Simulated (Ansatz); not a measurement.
A made-up structure of CHOS (charge +1), closed shell:

```tsv
atom	x (Å)	y (Å)	z (Å)
O1	-0.7688	0.2384	-0.5763
C2	0.1967	-0.3559	0.2002
S3	1.3050	-1.2062	1.1217
H4	-0.7330	1.3238	-0.7456
```

It is relaxed with PBE-D4/def2-SVP and then PBE0-D4/def2-TZVP (Ansatz 0.2.0). Atoms count as bonded within 1.22 times the sum of their covalent radii (H–H: 0.88 Å). The end point is not checked to be a true minimum.

Q: Does its bonding change? (Judge from chemistry; the calculation decides.)

A: The calculation gives: No: no bond forms or breaks.

Where it ends: The first stage lowers the energy by 1.25 eV in 7 steps. It ends as CHOS ([OH][C][S]), total charge +1:
O1  (-0.686, 0.213, -0.515)
C2  (0.176, -0.318, 0.179)
S3  (1.165, -1.077, 1.001)
H4  (-0.654, 1.182, -0.666)
(Å)

Labels in which every atom is bracketed show which atoms are joined, not bond orders.

For scale, one of the runs: PBE0-D4/def2-TZVP relaxation, 105 basis functions, launched by `ansatz run in.yaml --threads 2 --pin off --events-out ev --progress --plain --max-ram 4352MiB`. Hardware: 2 CPU threads of an Arm Neoverse V2, shared host. Wall time about 7 s.
